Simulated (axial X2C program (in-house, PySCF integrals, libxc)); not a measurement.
What spin–orbit coupling does to NaS

All values were computed with an in-house relativistic program for diatomic molecules. Spin-free means the one-electron spin-free X2C Hamiltonian; two-component (2c) means X2C with spin–orbit coupling and atomic mean-field two-electron Coulomb and Gaunt terms, so the difference of the two also holds small scalar two-electron terms. Basis: S dyall-av3z [9s8p3d2f], Na dyall-cv3z [9s8p5d2f] (cores contracted in-house); Gaussian nuclei, density fitting, unrestricted open shells. Masses: S 31.972 u, Na 22.990 u.

Spin-free state: M_S = 1/2, Λ = 1 (beyond evenly filled blocks: π+α, π+β, π-α); fragments S + Na.

```csv
level,Re (Å),ωe (cm⁻¹),De (eV),μ (D)
PBE0,2.488,331.7,2.458,8.40
HF,2.516,330.6,1.360,9.23
MP2,2.493,331.5,2.475,n/a
CCSD,2.495,331.5,2.414,n/a
CCSD(T),2.495,330.2,2.462,n/a
PBE,2.502,320.8,2.522,7.94
```

Correlated methods: 15 electrons correlated (number of frozen shells: S 2 s, 1 p; Na 1 s), 219 virtual spin orbitals or spinors in MP2, 90 natural virtuals in coupled cluster.

Dipoles are positive if Na is the positive end.

(1) Within this multiplet, which Ω should lie lowest by the rule for regular and inverted multiplets?

Two-component determinant lowest at the distance of the search:

Ω = 3/2 (⟨Sz⟩ = 0.50, ⟨Lz⟩ = 1.00 at HF); fragments S + Na.

| level | Re (Å) | ωe (cm⁻¹) | De (eV) | μ (D) |
| --- | --- | --- | --- | --- |
| PBE0 | 2.488 | 331.6 | 2.477 | 8.40 |
| HF | 2.517 | 330.5 | 1.375 | 9.23 |
| MP2 | 2.493 | 331.4 | 2.470 | n/a |
| CCSD | 2.495 | 331.4 | 2.419 | n/a |
| CCSD(T) | 2.496 | 330.0 | 2.457 | n/a |
| PBE | 2.502 | 320.6 | 2.541 | 7.94 |

(2) From the two tables, how do the constants change at the CCSD(T) level (2c against spin-free)?

The state is one determinant whose occupation by symmetry is held fixed; it was picked as the lowest of a PBE0 search that is not exhaustive. Dissociation energies refer to the lowest single-determinant-based atoms at the same level and basis. Density functionals use the spin component along the axis (collinear). Coupled cluster ran in a truncated set of natural virtual spinors; the MP2 energy of the rest was added. (T) has no such correction and the atoms are truncated less, which lowers De at CCSD(T) by a hundredth of an eV or more. The 2c atoms are single determinants rather than J levels; their spin–orbit lowering is only partly caught, and De is too large by that part. This holds for PBE0, PBE. Without a current term, density functionals place determinants with orbital angular momentum somewhat too high.

## Answers

(1) The open π shell holds three electrons, one hole, so the multiplet is inverted: Ω = Λ + 1/2 = 3/2. The PBE0 2c search agrees, though Ω = 1/2 of the search lies only 0.04 eV higher.

(2) At the CCSD(T) level Re is unchanged within 0.001 Å and ωe stays the same within 0.2 cm⁻¹; De changes by -0.005 eV.
